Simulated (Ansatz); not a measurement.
# Equilibrium volume per atom of some solids

Method: revPBE (Ansatz, a quantum-chemistry and plane-wave program, plane waves, PAW). References are measured values corrected to a static lattice or taken at low temperature (these still hold zero-point motion). The table is a random draw of 6 from 17 solids with such references.

Values in Å³/atom.

```tsv
solid	reference	revPBE	error (%)
hcp Sc	24.77*¶	25.36	+2.4
hcp Ti	17.50*¶	?	?
antiferromagnetic (type II) rock-salt MnS	17.57	17.46	-0.6
hcp Co	10.96*¶	11.08	+1.1
hcp Zr	23.18*¶	23.80	+2.7
hcp Re	14.62*¶	15.06	+3.0
```

Problem. Estimate the withheld revPBE value.

Solution. The errors of the other rows run from -0.6 % to +3.0 %, with a median of +2.4 %; carried to the reference 17.50 it gives 17.92 Å³/atom. The run gives 17.76 Å³/atom (+1.5 %), -0.9 % from the estimate; the row was drawn at random, and such an estimate is rough. Over these 6 solids the mean error is +1.7 %, the mean absolute error 1.9 % (median 1.9 %), and the worst case hcp Re at +3.0 %; the value is too high in 5 of 6 cases. Over all 17, from unrounded values, the mean error is +5.0 % and the mean absolute error 5.1 % (median 3.4 %). Caveats on values not shown: the cell is over a tenth larger than the published one: the level's own overestimate first of all, though another phase or state, or a fault of the published cell, is possible (2).

A star marks references brought to a static lattice; the others are low-temperature values that still hold zero-point motion, which matters most for light elements.

Spin–orbit coupling is left out, also for the solids with elements from indium on (hcp Re); its size isn't shown.

¶ marks references of a special kind: hcp Sc, 24.77 Å³/atom (measured, copied from a table, unchecked, extrapolated to 0 K and zero-point effects removed; as tabulated in Lejaeghere et al. (2013), arXiv:1204.2733); hcp Ti, 17.50 Å³/atom (measured, copied from a table, unchecked, extrapolated to 0 K and zero-point effects removed; as tabulated in Lejaeghere et al. (2013), arXiv:1204.2733); hcp Co, 10.96 Å³/atom (measured, copied from a table, unchecked, extrapolated to 0 K and zero-point effects removed; as tabulated in Lejaeghere et al. (2013), arXiv:1204.2733); hcp Zr, 23.18 Å³/atom (measured, copied from a table, unchecked, extrapolated to 0 K and zero-point effects removed; as tabulated in Lejaeghere et al. (2013), arXiv:1204.2733); hcp Re, 14.62 Å³/atom (measured, copied from a table, unchecked, extrapolated to 0 K and zero-point effects removed; as tabulated in Lejaeghere et al. (2013), arXiv:1204.2733).

Differences are worked out from the printed values.

Ansatz's density-functional and Hartree–Fock values are scalar-relativistic unless marked +SOC, with PAW data made under PBE.

Ansatz's runs of these crystals have no spin polarisation, but for antiferromagnetic (type II) rock-salt MnS, hcp Co.

Density-functional runs with spin start from opposed moments for antiferromagnetic (type II) rock-salt MnS, parallel moments for hcp Co.

Not in this set, of the solids of all kinds but layered and molecular ones with a reference value in our tables and a result at some level: 299 for a reference at room or unstated temperature; 117 for a cell known from the COD alone; 46 for a published cell of unstated conditions; 5 for a high-temperature or high-pressure phase; 3 for no value at revPBE (not run, a failed fit, an unstable or unbound cell, or a value held back for tests). These can be a level's best or worst cases. At least 150 more with a reference value are held back for tests. Solids without a released value at any level aren't counted. Cubic solids are told by their lattice constant and aren't counted here. The metals Ce to Yb are counted apart.

References as tabulated in Lejaeghere et al. (2013), arXiv:1204.2733; PSI, practical course at SINQ: magnetic order in MnS.
